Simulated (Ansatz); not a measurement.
## SiC, pressure series

The reference is SiC in the zinc blende structure (space group F-43m, No. 216).

Space group F-43m (No. 216); a = b = c = 4.3569 Å, α = β = γ = 90.00°

```tsv
atom	site	symmetry	x	y	z
Si	4a	-43m	0.0000	0.0000	0.0000
C	4d	-43m	0.7500	0.7500	0.7500
```
(The calculation used a cell of 2 atoms; values per cell refer to that cell.)

Cell and atoms are relaxed at each pressure.

The values are results of PBEsol (Ansatz, a program for electronic structure), without spin-orbit coupling, not measurements.

| pressure (GPa) | volume per atom (Å³/atom) |
|---|---|
| -2 | 10.432 |
| -1 | 10.384 |
| 0 | 10.338 |
| 0.9 | ? |
| 4.5 | 10.138 |
| 9 | 9.955 |
| 15 | 9.733 |
| 22.5 | 9.486 |
| 30 | 9.264 |

Problem. Fit the third-order Birch–Murnaghan form P(V) = (3B₀/2)[(V₀/V)^(7/3) − (V₀/V)^(5/3)]·[1 + (3/4)(B₀′ − 4)((V₀/V)^(2/3) − 1)] (squares taken in P) to the rows shown and predict the withheld row.

Solution. Least squares on the printed values gives V₀ = 10.337 Å³/atom, B₀ = 222 GPa, B₀′ = 3.8; this predicts 10.296 Å³/atom, and the run gives 10.296 Å³/atom, in agreement.

Measured bulk modulus of SiC: 229.1 GPa (static lattice; corrected from measurement; as listed in Daniel Mejia-Rodriguez, S. B. Trickey, Phys. Rev. B (2018)); the computed value is 3 % below it.

Load acts through the strain it causes; cell and atoms are relaxed under it. Whether these cells are dynamically stable was not tested. No other phases were tried under pressure.
